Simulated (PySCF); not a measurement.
Structure problem from calculated spectra and properties.

Formula: CF2O.

* Dipole: 0.93 D [CAM-B3LYP/def2-SVPD]
* UV, strongest line: among the 8 lowest singlet transitions: S3 at 10.29 eV (121 nm, f = 0.173) [TDDFT CAM-B3LYP/def2-SVPD]
* Triplet: lowest triplet excitation (Tamm–Dancoff): 6.77 eV [TDA CAM-B3LYP/def2-SVPD]
* Polarisability: 18.2 au [CAM-B3LYP/def2-SVPD]
* UV, first state: lowest singlet excitation: 7.29 eV (170 nm, f = 0.000) [TDDFT CAM-B3LYP/def2-SVPD]
* XPS: C1s 299.5, O1s 540.6, F1s 695.4 (×2) eV [ΔSCF SCAN, pcX-2 on the ionised atom, pcseg-1 elsewhere, spin-free X2C]
* Rotational structure: rotational constants A, B, C: 11.948, 11.732, 5.919 GHz [GFN2-xTB]

The electronic properties come from PySCF, for the isolated species, density fitting. Levels stand in brackets. Isolated species at its GFN2-xTB geometry, gas phase.

Question: Propose a structure and show how it fits.

Answer: Numbering: `[O:1]=[C:2]([F:3])[F:4]`. Its formula, CF2O, gives 1 degree of unsaturation: 0 rings and 1 π bond in the structure found. The core levels belong to: C1s 299.5 eV, carbonyl carbon [C2]; O1s 540.6 eV, carbonyl oxygen [O1]; F1s 695.4 eV, acyl fluorine [F3/F4]. The optimised geometry has point group C2v and is an asymmetric top. Structure: carbonyl fluoride (`O=C(F)F`). The assignments are read from this structure; whether some other isomer fits the data as well wasn't checked.
